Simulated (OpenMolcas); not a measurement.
**BH2O: a line through the functionals**

The species is BH2O (4 atoms), meant as a doublet with charge 0. As SMILES, `B[O]`. The coordinates come from a PBE0-D4/def2-TZVP relaxation.

The electronic atomisation energy y, in eV, basis def2-TZVPPD; a is the functional's share of exact exchange. Programs: OpenMolcas 26.06.

| functional | program | a | y (eV) |
| --- | --- | --- | --- |
| UTPSS | OpenMolcas | 0 | 14.54 |
| UPBE | OpenMolcas | 0 | 14.74 |
| UB3LYP | OpenMolcas | 0.2 | ? |
| UPBE0 | OpenMolcas | 0.25 | 14.25 |
| UBHLYP | OpenMolcas | 0.5 | 13.85 |

Task: Fit y = c + s·a to the known rows and predict UB3LYP.

Result: 
1. Means of the 4 rows: a = 0.1875, y = 14.345.
2. Σ(Δa)² = 0.17188, Σ(Δa·Δy) = -0.27125, so the slope is -0.27125/0.17188 = -1.5781.
3. Intercept: 14.345 − (-1.5781) × 0.1875 = 14.641. The largest residual of the fit is 0.10.
4. UB3LYP: 14.641 + (-1.5781) × 0.2 = 14.33 eV.

The run gave 14.42 eV, so the prediction is off by -0.09 eV, within the scatter of the fit. The rows mix families of semi-local functionals, which the line can't see.
